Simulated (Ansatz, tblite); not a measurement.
**GeBr2: rung by rung**

One table from this session's results is given with a row withheld; the runs are named, their logs left out.

Method: as each input shows; program: Ansatz 0.2.0, Gaussian basis.

Levels to be run: GFN1-xTB, GFN2-xTB, PBE-D4/def2-TZVP, r2SCAN-D4/def2-TZVP, CAM-B3LYP-D4/def2-TZVP, revPBE-D4/def2-TZVP, LC-ωPBE/def2-TZVP, r2SCAN0-D4/def2-TZVP, HSE06-D4/def2-TZVP, B97M-V/def2-TZVP, PBE-QIDH/def2-TZVP, PBE-D4/def2-SVP, PBE0-D4/def2-SVP, HF/STO-3G, HF/6-31G, B3LYP-D4/6-31G, PBE0-D4/def2-TZVPD, PBE-D4/def2-TZVPD, r2SCAN-D4/def2-TZVPD, CCSD(T)/def2-TZVPP, MP2/def2-TZVP, RPA/def2-TZVP.

## The geometry

The singlet was relaxed beforehand with PBE0-D4/def2-TZVP.

3 atoms, charge 0, spin multiplicity 1.

Bond lengths: Ge1–Br2 2.341 Å, Ge1–Br3 2.341 Å. Angles: Br2–Ge1–Br3 101.0°.

PBE0-D4/def2-TZVP was run before; its log isn't repeated, and its numbers join the tables.

The first run:

Tight binding, by tblite at 300 K electronic temperature and without a spin-polarisation term:

```python
tblite.interface.Calculator('GFN1-xTB', numbers, positions, charge=0, uhf=0).singlepoint()
```

Tight binding, by tblite at 300 K electronic temperature and without a spin-polarisation term:

```python
tblite.interface.Calculator('GFN2-xTB', numbers, positions, charge=0, uhf=0).singlepoint()
```

start.molden holds the orbitals of an earlier run on this state, given as this run's starting guess.

in.yaml reads:

```yaml
crystal:
  periodic: [false, false, false]
  atoms:
    - {symbol: Ge, position_ang: [0.005491, -0.006984, -0.992811]}
    - {symbol: Br, position_ang: [1.803518, -0.019092, 0.506562]}
    - {symbol: Br, position_ang: [-1.809000, 0.026076, 0.486259]}
basis:
  gaussian: {orbitals: def2-TZVP, initial_orbitals: start.molden}
hamiltonian: {xc: pbe, dispersion: d4}
scf: {omitted_lower_state_checks: [starts]}
output: {orbitals: {seedname: orbitals}}
```

Command:

```sh
ansatz run in.yaml --threads 4 --pin off --events-out ev --progress --plain --max-ram 3916MiB
```

Steps of the session up to this table: PBE-D4/def2-TZVP; r2SCAN-D4/def2-TZVP; CAM-B3LYP-D4/def2-TZVP; revPBE-D4/def2-TZVP; LC-ωPBE/def2-TZVP; r2SCAN0-D4/def2-TZVP; HSE06-D4/def2-TZVP; B97M-V/def2-TZVP; PBE-QIDH/def2-TZVP; PBE-D4/def2-SVP; PBE0-D4/def2-SVP; HF/STO-3G; HF/6-31G; B3LYP-D4/6-31G; PBE0-D4/def2-TZVPD; PBE-D4/def2-TZVPD; r2SCAN-D4/def2-TZVPD; CCSD(T)/def2-TZVPP; MP2/def2-TZVP; RPA/def2-TZVP.

One table of the session follows, with a row left open; its other results are not shown here.

| level | HOMO (eV) | gap (eV) |
| --- | --- | --- |
| HF/STO-3G | -6.93 | 10.20 |
| HF/6-31G | -10.23 | 9.39 |
| PBE-D4/def2-SVP | -6.61 | 2.82 |
| PBE-D4/def2-TZVP | -6.74 | 2.84 |
| PBE-D4/def2-TZVPD | -6.78 | 2.85 |
| revPBE-D4/def2-TZVP | -6.67 | 2.87 |
| r2SCAN-D4/def2-TZVP | -7.03 | 3.12 |
| r2SCAN-D4/def2-TZVPD | ? | ? |
| B97M-V/def2-TZVP | -6.99 | 3.21 |
| B3LYP-D4/6-31G | -7.68 | 4.02 |
| PBE0-D4/def2-SVP | -7.72 | 4.55 |
| PBE0-D4/def2-TZVP | -7.79 | 4.58 |
| PBE0-D4/def2-TZVPD | -7.82 | 4.58 |
| r2SCAN0-D4/def2-TZVP | -7.98 | 4.76 |
| HSE06-D4/def2-TZVP | -7.41 | 3.82 |
| CAM-B3LYP-D4/def2-TZVP | -9.00 | 6.77 |
| LC-ωPBE/def2-TZVP | -10.23 | 9.05 |

**Question.** Estimate the row for r2SCAN-D4/def2-TZVPD.

As computed: HOMO (eV): -7.05; gap (eV): 3.13. In the column «HOMO (eV)» it lies between HSE06-D4/def2-TZVP (-7.41) and r2SCAN-D4/def2-TZVP (-7.03).
